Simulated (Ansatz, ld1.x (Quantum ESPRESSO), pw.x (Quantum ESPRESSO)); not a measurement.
**rhodium (Rh): does the TM potential hold in the solid?**

```
Element                 : Rh (Z = 45)
Generator               : ld1.x (Quantum ESPRESSO) 7.5
Type                    : norm-conserving Troullier–Martins (Kleinman–Bylander form)
Functional              : LDA (PW92)
Relativity              : scalar-relativistic
Frozen core             : [Kr]
Valence charge          : 9
Reference configuration : 4d8 5s1 5p0
Partial waves           : 5s (bound): rc 1.90 bohr; 4d (bound): rc 1.65 bohr; 5p (bound, empty): rc 3.95 bohr
Local potential         : the p channel
Core correction         : a·sin(br)/r model core inside 1.00 bohr
```

Crystal test: diamond Rh in pw.x 7.5, no spin, 9³ k-points, Fermi–Dirac smearing 0.01 Ry, cutoffs 100/400 Ry. The reference is all-electron LAPW (Ansatz 0.2.0) with the same functional, mesh and smearing; V0 and B0 come from Birch–Murnaghan fits to the pressures at five volumes. Errors are pseudo minus all-electron; Δ is the rms difference of the E(V) curves that follow from these fits, minima aligned, over ±6 % about the mean V0. Mesh and smearing are coarse, so the numbers serve the comparison and aren't converged zero-temperature values; the lattice is a test structure that the element need not adopt.

| V (Å³/atom) | P all-electron (GPa) | P pseudo (GPa) |
| --- | --- | --- |
| 18.664 | 9.18 | 31.18 |
| 19.155 | 4.17 | 22.68 |
| 19.646 | -0.14 | 15.49 |
| 20.137 | -3.84 | 9.41 |
| 20.628 | -7.02 | 4.26 |

All-electron: a0 = 5.395 Å (V0 = 19.63 Å³/atom), B0 = 160.3 GPa.

Pseudopotential: mean pressure error (GPa): +16.13. The pressure does not cross zero within the volumes sampled, so no fit is given. The largest radius (3.95 bohr) exceeds half the bond length (2.21 bohr), so the spheres overlap, which is one possible source of error among others. This is a poor potential for the solid. Atomic configuration tests: 2 of 9 tests not solved or not reliable. The logarithmic derivative shows an extra or strongly shifted pseudo pole above the reference energy (s near 0.78 Ry).

Q: At the middle volume, how do free energy and pressure move when the wave cutoff is lowered (ecutrho kept at four times it)?

A:

```
cutoff (Ry)  shift of F (meV/atom)  shift of P (GPa)
         45                +1100.1            -49.49
         60                  +47.4             -3.17
         80                  +10.5             +0.10
```

Input at the middle volume:

```
&control
  calculation='scf', prefix='x', pseudo_dir='./', outdir='./tmp', tstress=.true., disk_io='none'
/
&system
  ibrav=0, nat=2, ntyp=1, ecutwfc=100, ecutrho=400, nbnd=17,
  occupations='smearing', smearing='fd', degauss=0.01
/
&electrons
  conv_thr=1e-09, mixing_beta=0.4, electron_maxstep=70
/
ATOMIC_SPECIES
Rh 1.0 Rh.UPF
CELL_PARAMETERS angstrom
  0.00000000 2.69830712 2.69830712
  2.69830712 0.00000000 2.69830712
  2.69830712 2.69830712 0.00000000
ATOMIC_POSITIONS crystal
Rh 0.0000 0.0000 0.0000
Rh 0.2500 0.2500 0.2500
K_POINTS automatic
9 9 9 0 0 0
```

```bash
pw.x < Rh.scf.in > Rh.scf.out
```

Lines of the output:

```
Message from routine setup:
     using ibrav=0 with symmetry is DISCOURAGED, use correct ibrav instead
     lattice parameter (alat)  =       7.2112  a.u.
     unit-cell volume          =     265.1556 (a.u.)^3
     number of electrons       =        18.00
     number of Kohn-Sham states=           17
     kinetic-energy cutoff     =     100.0000  Ry
     charge density cutoff     =     400.0000  Ry
     scf convergence threshold =      1.0E-09
     Exchange-correlation= PW
     number of k points=    35  Fermi-Dirac smearing, width (Ry)=  0.0100
     iteration #  1     ecut=   100.00 Ry     beta= 0.40
     total energy              =    -121.77023347 Ry
     estimated scf accuracy    <       0.10733865 Ry
     iteration #  2     ecut=   100.00 Ry     beta= 0.40
     total energy              =    -121.79089176 Ry
     estimated scf accuracy    <       0.00387266 Ry
     iteration #  3     ecut=   100.00 Ry     beta= 0.40
     total energy              =    -121.79065880 Ry
     estimated scf accuracy    <       0.00109613 Ry
     iteration #  4     ecut=   100.00 Ry     beta= 0.40
     total energy              =    -121.79073609 Ry
     estimated scf accuracy    <       0.00000840 Ry
     iteration #  5     ecut=   100.00 Ry     beta= 0.40
     total energy              =    -121.79073555 Ry
     estimated scf accuracy    <       0.00000676 Ry
     iteration #  6     ecut=   100.00 Ry     beta= 0.40
     total energy              =    -121.79073469 Ry
     estimated scf accuracy    <       0.00000243 Ry
     iteration #  7     ecut=   100.00 Ry     beta= 0.40
     total energy              =    -121.79073509 Ry
     estimated scf accuracy    <       0.00000034 Ry
     iteration #  8     ecut=   100.00 Ry     beta= 0.40
     total energy              =    -121.79073508 Ry
     estimated scf accuracy    <       0.00000009 Ry
     iteration #  9     ecut=   100.00 Ry     beta= 0.40
     total energy              =    -121.79073508 Ry
     estimated scf accuracy    <       0.00000001 Ry
     iteration # 10     ecut=   100.00 Ry     beta= 0.40
     total energy              =    -121.79073508 Ry
     estimated scf accuracy    <          4.1E-09 Ry
     iteration # 11     ecut=   100.00 Ry     beta= 0.40
     the Fermi energy is    10.1354 ev
!    total energy              =    -121.79073508 Ry
     estimated scf accuracy    <          2.4E-11 Ry
     smearing contrib. (-TS)   =      -0.01165839 Ry
     The total energy is F=E-TS. E is the sum of the following terms:
     one-electron contribution =       1.14386142 Ry
     hartree contribution      =      17.38361848 Ry
     xc contribution           =     -54.73578141 Ry
     ewald contribution        =     -85.57077518 Ry
     convergence has been achieved in  11 iterations
          total   stress  (Ry/bohr**3)                   (kbar)     P=      154.91
     Message from routine punch:
     Nothing written, as per user request (disk_io='none')
```

The run at the middle volume (35 k-points, 11 iterations) took about 45 s on one core of a shared host (Neoverse-V1, 32 threads, 247 GiB, load 10).
